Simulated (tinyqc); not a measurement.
Worked calculation (part 1 of 2): MP2 on RHF in the sto-6g basis, frozen core, for CH3-, spin multiplicity 1. The basis has no diffuse functions, so it cannot describe the extra electron: this is an exercise in the method, not the real anion. Computed by tinyqc, a small Python program that keeps every step (integrals from PySCF). Settings: charge = -1, multiplicity = 1, basis = sto-6g, method = RHF, frozen orbitals = 1, energy threshold = 1e-10, iteration cap = 73, orthogonalisation = symmetric, start = Wolfsberg-Helmholz matrix, DIIS depth = 6. Command: `OMP_NUM_THREADS=1 python tinyqc.py 26415 26416 out.jsonl` (the two numbers bound the seeds that draw the settings). One thread of a shared host (Intel(R) Xeon(R) Processor @ 2.60GHz), about 0.2 s of CPU time with the checks. The early iterations of the SCF are left out here.

## One-electron integrals

Geometry (angstrom):

| atom | x | y | z |
|---|---|---|---|
| C | 0.000000 | 0.000000 | 0.060000 |
| H | 1.171000 | 0.000000 | 0.000000 |
| H | -0.586000 | 1.014000 | 0.000000 |
| H | -0.586000 | -1.014000 | 0.000000 |

Basis sto-6g: exponents (1/bohr^2) and contraction coefficients of normalised primitives:

| element | l (shell) | exponent | coefficient |
|---|---|---|---|
| C | s (1) | 742.737049 | 0.009164 |
| C | s (1) | 136.180025 | 0.049361 |
| C | s (1) | 38.098264 | 0.168538 |
| C | s (1) | 13.087782 | 0.370563 |
| C | s (1) | 5.082369 | 0.416492 |
| C | s (1) | 2.093200 | 0.130334 |
| C | s (2) | 30.497239 | -0.013253 |
| C | s (2) | 6.036200 | -0.046992 |
| C | s (2) | 1.876046 | -0.033785 |
| C | s (2) | 0.721783 | 0.250242 |
| C | s (2) | 0.313471 | 0.595117 |
| C | s (2) | 0.143687 | 0.240706 |
| C | p (3) | 30.497239 | 0.003760 |
| C | p (3) | 6.036200 | 0.037679 |
| C | p (3) | 1.876046 | 0.173897 |
| C | p (3) | 0.721783 | 0.418036 |
| C | p (3) | 0.313471 | 0.425860 |
| C | p (3) | 0.143687 | 0.101708 |
| H | s (1) | 35.523221 | 0.009164 |
| H | s (1) | 6.513144 | 0.049361 |
| H | s (1) | 1.822143 | 0.168538 |
| H | s (1) | 0.625955 | 0.370563 |
| H | s (1) | 0.243077 | 0.416492 |
| H | s (1) | 0.100112 | 0.130334 |

Overlap, kinetic and nuclear-attraction integrals over the contracted functions; the nuclear repulsion is the sum of Za Zb / Rab.

nuclear repulsion = 8.90553812 hartree

overlap S:
```
           1C 1s     1C 2s     1C 2px     1C 2py     1C 2pz      2H 1s      3H 1s      4H 1s
1C 1s   1.000000  0.243228   0.000000   0.000000   0.000000   0.053476   0.053458   0.053458
1C 2s   0.243228  1.000000   0.000000   0.000000   0.000000   0.444991   0.444909   0.444909
1C 2px  0.000000  0.000000   1.000000   0.000000   0.000000   0.437303  -0.218783  -0.218783
1C 2py  0.000000  0.000000   0.000000   1.000000   0.000000   0.000000   0.378576  -0.378576
1C 2pz  0.000000  0.000000   0.000000   0.000000   1.000000  -0.022407  -0.022401  -0.022401
2H 1s   0.053476  0.444991   0.437303   0.000000  -0.022407   1.000000   0.114524   0.114524
3H 1s   0.053458  0.444909  -0.218783   0.378576  -0.022401   0.114524   1.000000   0.114635
4H 1s   0.053458  0.444909  -0.218783  -0.378576  -0.022401   0.114524   0.114635   1.000000
```

kinetic energy T (hartree):
```
            1C 1s      1C 2s     1C 2px     1C 2py     1C 2pz      2H 1s      3H 1s      4H 1s
1C 1s   16.068641  -0.492789   0.000000   0.000000   0.000000  -0.009022  -0.009023  -0.009023
1C 2s   -0.492789   0.492405   0.000000   0.000000   0.000000   0.081383   0.081341   0.081341
1C 2px   0.000000   0.000000   1.479234   0.000000   0.000000   0.214923  -0.107500  -0.107500
1C 2py   0.000000   0.000000   0.000000   1.479234   0.000000   0.000000   0.186015  -0.186015
1C 2pz   0.000000   0.000000   0.000000   0.000000   1.479234  -0.011012  -0.011007  -0.011007
2H 1s   -0.009022   0.081383   0.214923   0.000000  -0.011012   0.768522  -0.011816  -0.011816
3H 1s   -0.009023   0.081341  -0.107500   0.186015  -0.011007  -0.011816   0.768522  -0.011813
4H 1s   -0.009023   0.081341  -0.107500  -0.186015  -0.011007  -0.011816  -0.011813   0.768522
```

nuclear attraction V (hartree):
```
             1C 1s      1C 2s     1C 2px     1C 2py     1C 2pz      2H 1s      3H 1s      4H 1s
1C 1s   -35.361776  -3.947709   0.000007   0.000000   0.002371  -0.974344  -0.974007  -0.974007
1C 2s    -3.947709  -6.487716   0.000082   0.000000   0.023813  -2.402977  -2.402460  -2.402460
1C 2px    0.000007   0.000082  -6.542314   0.000000  -0.000002  -2.190242   1.095774   1.095774
1C 2py    0.000000   0.000000   0.000000  -6.542125   0.000000   0.000000  -1.896030   1.896030
1C 2pz    0.002371   0.023813  -0.000002   0.000000  -6.378036   0.117312   0.117279   0.117279
2H 1s    -0.974344  -2.402977  -2.190242   0.000000   0.117312  -4.427233  -0.561385  -0.561385
3H 1s    -0.974007  -2.402460   1.095774  -1.896030   0.117279  -0.561385  -4.426996  -0.561837
4H 1s    -0.974007  -2.402460   1.095774   1.896030   0.117279  -0.561385  -0.561837  -4.426996
```

core Hamiltonian H = T + V (hartree):
```
             1C 1s      1C 2s     1C 2px     1C 2py     1C 2pz      2H 1s      3H 1s      4H 1s
1C 1s   -19.293135  -4.440498   0.000007   0.000000   0.002371  -0.983366  -0.983031  -0.983031
1C 2s    -4.440498  -5.995311   0.000082   0.000000   0.023813  -2.321593  -2.321119  -2.321119
1C 2px    0.000007   0.000082  -5.063079   0.000000  -0.000002  -1.975320   0.988274   0.988274
1C 2py    0.000000   0.000000   0.000000  -5.062891   0.000000   0.000000  -1.710015   1.710015
1C 2pz    0.002371   0.023813  -0.000002   0.000000  -4.898802   0.106300   0.106272   0.106272
2H 1s    -0.983366  -2.321593  -1.975320   0.000000   0.106300  -3.658711  -0.573201  -0.573201
3H 1s    -0.983031  -2.321119   0.988274  -1.710015   0.106272  -0.573201  -3.658474  -0.573649
4H 1s    -0.983031  -2.321119   0.988274   1.710015   0.106272  -0.573201  -0.573649  -3.658474
```

## Two-electron integrals

Functions are numbered as in S; the eight-fold symmetry (ij|kl) = (ji|kl) = (kl|ij) leaves the list below.

Two-electron integrals (ij|kl) in chemists' order, unique and non-zero (hartree):
```
(11|11) 3.543743    (21|11) 0.529462    (21|21) 0.100317    (22|11) 0.853596
(22|21) 0.199930    (22|22) 0.624844    (31|31) 0.021271    (32|31) 0.031868
(32|32) 0.138108    (33|11) 0.853598    (33|21) 0.199930    (33|22) 0.624843
(33|33) 0.673218    (41|41) 0.021271    (42|41) 0.031868    (42|42) 0.138108
(43|43) 0.036281    (44|11) 0.853598    (44|21) 0.199930    (44|22) 0.624843
(44|33) 0.600655    (44|44) 0.673218    (51|51) 0.021271    (52|51) 0.031868
(52|52) 0.138108    (53|53) 0.036281    (54|54) 0.036281    (55|11) 0.853598
(55|21) 0.199930    (55|22) 0.624843    (55|33) 0.600655    (55|44) 0.600655
(55|55) 0.673218    (61|11) 0.122725    (61|21) 0.022381    (61|22) 0.043869
(61|31) 0.001465    (61|32) 0.002835    (61|33) 0.044199    (61|44) 0.043703
(61|51) -0.000075   (61|52) -0.000145   (61|53) -0.000025   (61|55) 0.043704
(61|61) 0.005135    (62|11) 0.291899    (62|21) 0.069372    (62|22) 0.238515
(62|31) 0.007045    (62|32) 0.046899    (62|33) 0.249752    (62|44) 0.232875
(62|51) -0.000361   (62|52) -0.002403   (62|53) -0.000865   (62|55) 0.232919
(62|61) 0.015970    (62|62) 0.120088    (63|11) 0.250205    (63|21) 0.060301
(63|22) 0.219517    (63|31) 0.012725    (63|32) 0.077798    (63|33) 0.241383
(63|44) 0.208565    (63|51) -0.000270   (63|52) -0.002035   (63|53) -0.001212
(63|55) 0.208603    (63|61) 0.014558    (63|62) 0.131218    (63|63) 0.155391
(64|41) 0.007457    (64|42) 0.038081    (64|43) 0.009165    (64|54) -0.000470
(64|64) 0.014674    (65|11) -0.012820   (65|21) -0.003090   (65|22) -0.011248
(65|31) -0.000270   (65|32) -0.002035   (65|33) -0.011429   (65|44) -0.010687
(65|51) 0.007471    (65|52) 0.038186    (65|53) 0.009203    (65|55) -0.011628
(65|61) -0.000746   (65|62) -0.006723   (65|63) -0.007210   (65|65) 0.015044
(66|11) 0.443854    (66|21) 0.107548    (66|22) 0.419346    (66|31) 0.013702
(66|32) 0.121731    (66|33) 0.463260    (66|44) 0.397302    (66|51) -0.000702
(66|52) -0.006237   (66|53) -0.003380   (66|55) 0.397475    (66|61) 0.025194
(66|62) 0.268033    (66|63) 0.323553    (66|65) -0.016578   (66|66) 0.774999
(71|11) 0.122683    (71|21) 0.022373    (71|22) 0.043854    (71|31) -0.000733
(71|32) -0.001418   (71|33) 0.043812    (71|41) 0.001268    (71|42) 0.002454
(71|43) -0.000215   (71|44) 0.044060    (71|51) -0.000075   (71|52) -0.000145
(71|53) 0.000013    (71|54) -0.000022   (71|55) 0.043689    (71|61) 0.004968
(71|62) 0.014885    (71|63) 0.012629    (71|64) 0.000552    (71|65) -0.000696
(71|66) 0.022929    (71|71) 0.005131    (72|11) 0.291829    (72|21) 0.069356
(72|22) 0.238463    (72|31) -0.003524   (72|32) -0.023462   (72|33) 0.237048
(72|41) 0.006098    (72|42) 0.040599    (72|43) -0.007311   (72|44) 0.245473
(72|51) -0.000361   (72|52) -0.002402   (72|53) 0.000433    (72|54) -0.000749
(72|55) 0.232867    (72|61) 0.014887    (72|62) 0.084855    (72|63) 0.072809
(72|64) 0.010055    (72|65) -0.004623   (72|66) 0.146899    (72|71) 0.015961
(72|72) 0.120040    (73|11) -0.125170   (73|21) -0.030167   (73|22) -0.109820
(73|31) 0.008774    (73|32) 0.048014    (73|33) -0.115325   (73|41) -0.002281
(73|42) -0.017204   (73|43) 0.011074    (73|44) -0.109774   (73|51) 0.000135
(73|52) 0.001018    (73|53) -0.000655   (73|54) 0.000321    (73|55) -0.104360
(73|61) -0.005842   (73|62) -0.027728   (73|63) -0.015234   (73|64) -0.002364
(73|65) 0.001485    (73|66) -0.039860   (73|71) -0.007280   (73|72) -0.065634
(73|73) 0.049887    (74|11) 0.216591    (74|21) 0.052200    (74|22) 0.190029
(74|31) -0.002281   (74|32) -0.017204   (74|33) 0.183689    (74|41) 0.011403
(74|42) 0.067840    (74|43) -0.010018   (74|44) 0.205818    (74|51) -0.000234
(74|52) -0.001761   (74|53) 0.000321    (74|54) -0.001026   (74|55) 0.180582
(74|61) 0.011212    (74|62) 0.068074    (74|63) 0.058143    (74|64) 0.017003
(74|65) -0.003632   (74|66) 0.118459    (74|71) 0.012598    (74|72) 0.113571
(74|73) -0.060944   (74|74) 0.120123    (75|11) -0.012816   (75|21) -0.003089
(75|22) -0.011244   (75|31) 0.000135    (75|32) 0.001018    (75|33) -0.010869
(75|41) -0.000234   (75|42) -0.001761   (75|43) 0.000321    (75|44) -0.011240
(75|51) 0.007469    (75|52) 0.038176    (75|53) -0.004604   (75|54) 0.007967
(75|55) -0.011624   (75|61) -0.000696   (75|62) -0.004623   (75|63) -0.003887
(75|64) -0.000532   (75|65) 0.009891    (75|66) -0.008475   (75|71) -0.000745
(75|72) -0.006720   (75|73) 0.003606    (75|74) -0.006240   (75|75) 0.015037
(76|11) 0.067033    (76|21) 0.015974    (76|22) 0.056745    (76|31) 0.000677
(76|32) 0.004766    (76|33) 0.057240    (76|41) 0.001173    (76|42) 0.008260
(76|43) 0.000368    (76|44) 0.057666    (76|51) -0.000139   (76|52) -0.000978
(76|53) -0.000132   (76|54) -0.000229   (76|55) 0.055329    (76|61) 0.003579
(76|62) 0.025415    (76|63) 0.025751    (76|64) 0.002749    (76|65) -0.001563
(76|66) 0.052847    (76|71) 0.003577    (76|72) 0.025410    (76|73) -0.010504
(76|74) 0.023668    (76|75) -0.001563   (76|76) 0.006623    (77|11) 0.443802
(77|21) 0.107536    (77|22) 0.419307    (77|31) -0.006855   (77|32) -0.060902
(77|33) 0.413778    (77|41) 0.011861    (77|42) 0.105384    (77|43) -0.028571
(77|44) 0.446705    (77|51) -0.000702   (77|52) -0.006236   (77|53) 0.001691
(77|54) -0.002925   (77|55) 0.397439    (77|61) 0.022934    (77|62) 0.146919
(77|63) 0.122518    (77|64) 0.024765    (77|65) -0.008476   (77|66) 0.260036
(77|71) 0.025182    (77|72) 0.267973    (77|73) -0.161864   (77|74) 0.280086
(77|75) -0.016573   (77|76) 0.052847    (77|77) 0.774999    (81|11) 0.122683
(81|21) 0.022373    (81|22) 0.043854    (81|31) -0.000733   (81|32) -0.001418
(81|33) 0.043812    (81|41) -0.001268   (81|42) -0.002454   (81|43) 0.000215
(81|44) 0.044060    (81|51) -0.000075   (81|52) -0.000145   (81|53) 0.000013
(81|54) 0.000022    (81|55) 0.043689    (81|61) 0.004968    (81|62) 0.014885
(81|63) 0.012629    (81|64) -0.000552   (81|65) -0.000696   (81|66) 0.022929
(81|71) 0.004966    (81|72) 0.014882    (81|73) -0.006796   (81|74) 0.010657
(81|75) -0.000696   (81|76) 0.003381    (81|77) 0.022928    (81|81) 0.005131
(82|11) 0.291829    (82|21) 0.069356    (82|22) 0.238463    (82|31) -0.003524
(82|32) -0.023462   (82|33) 0.237048    (82|41) -0.006098   (82|42) -0.040599
(82|43) 0.007311    (82|44) 0.245473    (82|51) -0.000361   (82|52) -0.002402
(82|53) 0.000433    (82|54) 0.000749    (82|55) 0.232867    (82|61) 0.014887
(82|62) 0.084855    (82|63) 0.072809    (82|64) -0.010055   (82|65) -0.004623
(82|66) 0.146899    (82|71) 0.014882    (82|72) 0.084852    (82|73) -0.045150
(82|74) 0.058014    (82|75) -0.004623   (82|76) 0.019224    (82|77) 0.146925
(82|81) 0.015961    (82|82) 0.120040    (83|11) -0.125170   (83|21) -0.030167
(83|22) -0.109820   (83|31) 0.008774    (83|32) 0.048014    (83|33) -0.115325
(83|41) 0.002281    (83|42) 0.017204    (83|43) -0.011074   (83|44) -0.109774
(83|51) 0.000135    (83|52) 0.001018    (83|53) -0.000655   (83|54) -0.000321
(83|55) -0.104360   (83|61) -0.005842   (83|62) -0.027728   (83|63) -0.015234
(83|64) 0.002364    (83|65) 0.001485    (83|66) -0.039860   (83|71) -0.006796
(83|72) -0.045150   (83|73) 0.033149    (83|74) -0.030275   (83|75) 0.002407
(83|76) -0.007903   (83|77) -0.082785   (83|81) -0.007280   (83|82) -0.065634
(83|83) 0.049887    (84|11) -0.216591   (84|21) -0.052200   (84|22) -0.190029
(84|31) 0.002281    (84|32) 0.017204    (84|33) -0.183689   (84|41) 0.011403
(84|42) 0.067840    (84|43) -0.010018   (84|44) -0.205818   (84|51) 0.000234
(84|52) 0.001761    (84|53) -0.000321   (84|54) -0.001026   (84|55) -0.180582
(84|61) -0.011212   (84|62) -0.068074   (84|63) -0.058143   (84|64) 0.017003
(84|65) 0.003632    (84|66) -0.118459   (84|71) -0.010657   (84|72) -0.058014
(84|73) 0.030275    (84|74) -0.031295   (84|75) 0.003100    (84|76) -0.013671
(84|77) -0.093706   (84|81) -0.012598   (84|82) -0.113571   (84|83) 0.060944
(84|84) 0.120123    (85|11) -0.012816   (85|21) -0.003089   (85|22) -0.011244
(85|31) 0.000135    (85|32) 0.001018    (85|33) -0.010869   (85|41) 0.000234
(85|42) 0.001761    (85|43) -0.000321   (85|44) -0.011240   (85|51) 0.007469
(85|52) 0.038176    (85|53) -0.004604   (85|54) -0.007967   (85|55) -0.011624
(85|61) -0.000696   (85|62) -0.004623   (85|63) -0.003887   (85|64) 0.000532
(85|65) 0.009891    (85|66) -0.008475   (85|71) -0.000696   (85|72) -0.004623
(85|73) 0.002407    (85|74) -0.003100   (85|75) 0.009891    (85|76) -0.001147
(85|77) -0.008476   (85|81) -0.000745   (85|82) -0.006720   (85|83) 0.003606
(85|84) 0.006240    (85|85) 0.015037    (86|11) 0.067033    (86|21) 0.015974
(86|22) 0.056745    (86|31) 0.000677    (86|32) 0.004766    (86|33) 0.057240
(86|41) -0.001173   (86|42) -0.008260   (86|43) -0.000368   (86|44) 0.057666
(86|51) -0.000139   (86|52) -0.000978   (86|53) -0.000132   (86|54) 0.000229
(86|55) 0.055329    (86|61) 0.003579    (86|62) 0.025415    (86|63) 0.025751
(86|64) -0.002749   (86|65) -0.001563   (86|66) 0.052847    (86|71) 0.003381
(86|72) 0.019224    (86|73) -0.007903   (86|74) 0.013671    (86|75) -0.001147
(86|76) 0.005236    (86|77) 0.032959    (86|81) 0.003577    (86|82) 0.025410
(86|83) -0.010504   (86|84) -0.023668   (86|85) -0.001563   (86|86) 0.006623
(87|11) 0.067080    (87|21) 0.015985    (87|22) 0.056792    (87|31) -0.001356
(87|32) -0.009553   (87|33) 0.057930    (87|44) 0.057072    (87|51) -0.000139
(87|52) -0.000978   (87|53) 0.000265    (87|55) 0.055373    (87|61) 0.003385
(87|62) 0.019241    (87|63) 0.015802    (87|65) -0.001149   (87|66) 0.032983
(87|71) 0.003580    (87|72) 0.025436    (87|73) -0.015281   (87|74) 0.020940
(87|75) -0.001565   (87|76) 0.005240    (87|77) 0.052907    (87|81) 0.003580
(87|82) 0.025436    (87|83) -0.015281   (87|84) -0.020940   (87|85) -0.001565
(87|86) 0.005240    (87|87) 0.006636    (88|11) 0.443802    (88|21) 0.107536
(88|22) 0.419307    (88|31) -0.006855   (88|32) -0.060902   (88|33) 0.413778
(88|41) -0.011861   (88|42) -0.105384   (88|43) 0.028571    (88|44) 0.446705
(88|51) -0.000702   (88|52) -0.006236   (88|53) 0.001691    (88|54) 0.002925
(88|55) 0.397439    (88|61) 0.022934    (88|62) 0.146919    (88|63) 0.122518
(88|64) -0.024765   (88|65) -0.008476   (88|66) 0.260036    (88|71) 0.022928
(88|72) 0.146925    (88|73) -0.082785   (88|74) 0.093706    (88|75) -0.008476
(88|76) 0.032959    (88|77) 0.260112    (88|81) 0.025182    (88|82) 0.267973
(88|83) -0.161864   (88|84) -0.280086   (88|85) -0.016573   (88|86) 0.052847
(88|87) 0.052907    (88|88) 0.774999
```

## Orthogonalisation

S = U s U^T; symmetric (Loewdin) form X = U s^(-1/2) U^T, so that X^T S X = 1.

eigenvalues of S: 0.311218  0.404015  0.404235  0.963852  1.003765  1.481129  1.481498  1.950287

X:
```
            1C 1s      1C 2s     1C 2px     1C 2py     1C 2pz      2H 1s      3H 1s      4H 1s
1C 1s    1.026435  -0.155440   0.000005   0.000000   0.001428   0.021822   0.021822   0.021822
1C 2s   -0.155440   1.339398  -0.000034   0.000000  -0.015586  -0.293046  -0.292969  -0.292969
1C 2px   0.000005  -0.000034   1.157486   0.000000   0.000001  -0.305086   0.152618   0.152618
1C 2py   0.000000   0.000000   0.000000   1.157278   0.000000   0.000000  -0.264063   0.264063
1C 2pz   0.001428  -0.015586   0.000001   0.000000   1.000768   0.014496   0.014491   0.014491
2H 1s    0.021822  -0.293046  -0.305086   0.000000   0.014496   1.211161  -0.026213  -0.026213
3H 1s    0.021822  -0.292969   0.152618  -0.264063   0.014491  -0.026213   1.211065  -0.026173
4H 1s    0.021822  -0.292969   0.152618   0.264063   0.014491  -0.026213  -0.026173   1.211065
```
